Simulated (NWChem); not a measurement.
A series in which one site is exchanged, each optimised at PBE0/def2-SVP with NWChem, gas phase unless a solvent is named. This build's default masses of Se (78.918 u) and Br (79.917 u) are each other's, which moves their modes by up to 0.6 %. For some, no frequency run checked for a minimum. def2 effective core potentials on Sn; no spin-orbit coupling.

A: [Cl][Sn]([Cl])([Cl])[Cl] (SnCl4; site = Sn)
B: Cl[Se](Cl)(Cl)Cl (SeCl4; site = Se)
C: [Ge]([Cl])([Cl])([Cl])[Cl] (GeCl4; site = Ge)
D: Cl[Si](Cl)(Cl)Cl (SiCl4; site = Si)

Values for A:

| Quantity | Result |
|---|---|
| dipole (D), PBE0/def2-SVP | 0.00 |
| orbital gap (eV), PBE0/def2-SVP | 6.20 |
| vertical ionisation energy, ΔSCF, PBE0/def2-SVP (eV) | 11.57 |
| static polarisability, PBE0/def2-SVPD (bohr³) | 94.0 |
| lowest singlet excitation, PBE0/def2-SVPD, TDA (eV) | 4.76 |

**Question.** How do these values change for the other members?

**Answer.** 
```tsv
change from A	B	C	D
dipole (D), PBE0/def2-SVP	+0.03	0.00	0.00
orbital gap (eV), PBE0/def2-SVP	-1.90	+1.15	+2.80
vertical ionisation energy, ΔSCF, PBE0/def2-SVP (eV)	-1.31	0.00	-0.04
static polarisability, PBE0/def2-SVPD (bohr³)	+6.9	-10.8	-17.4
lowest singlet excitation, PBE0/def2-SVPD, TDA (eV)	-1.64	+0.99	+2.42
```
